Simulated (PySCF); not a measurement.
Species: C₃H₂FO₂ (charge -1).
SMILES with atom numbers: `[CH2:1]=[C:2]([F:3])[C:4](=[O:5])[O-:6]` (hydrogens: H7, H8 on C1)

Computed, not measured: PBE0-D3(BJ)/def2-SVP geometry optimisation, gas phase (PySCF 2.14.0).

Problem. Give the optimised bond lengths and angles.

Solution. 
| bond | length (bohr) |
| --- | --- |
| C1=C2 | 2.523 |
| C2–F3 | 2.541 |
| C2–C4 | 2.929 |
| C4=O5 | 2.344 |
| C4–O6 | 2.351 |
| C1–H7 | 2.059 |
| C1–H8 | 2.067 |

A selection of angles:
| angle | degrees |
| --- | --- |
| C2–C1–H7 | 116.6 |
| C2–C1–H8 | 122.1 |
| H7–C1–H8 | 121.4 |
| C1–C2–F3 | 119.2 |
| C1–C2–C4 | 125.2 |
| F3–C2–C4 | 115.6 |
| C2–C4–O5 | 115.0 |
| C2–C4–O6 | 113.6 |
| O5–C4–O6 | 131.4 |

Torsions: C1–C2–C4–O5 180° (antiperiplanar).

C1 (terminal =CH2 carbon) is planar (angles 122.1°, 121.4° and 116.6°, sum 360.0°, 0.00 Å off the plane of its three neighbours). C2 (vinylic C–F carbon) is planar (angles 125.2°, 119.2° and 115.6°, sum 360.0°, 0.00 Å off the plane of its three neighbours). Of the pairs four or more bonds apart, O6···H7 is among the closest relative to their van der Waals radii: 2.48 Å, 91 % of the sum of Bondi's values. C4 (carboxylate carbon) is planar (angles 131.4°, 115.0° and 113.6°, sum 360.0°, 0.00 Å off the plane of its three neighbours). The 6 heavy atoms lie in one plane (0.001 Å rms). The 2 C–C bonds span 1.335 Å (C1=C2, drawn double) to 1.550 Å (C2–C4, drawn single), a spread of 0.215 Å.

Point group: Cs (tolerance 0.08 Å). Not checked by PBE0-D3(BJ)/def2-SVP frequencies. The geometry's basis has no diffuse functions, a weakness for an anion.

One conformer stands for the species.
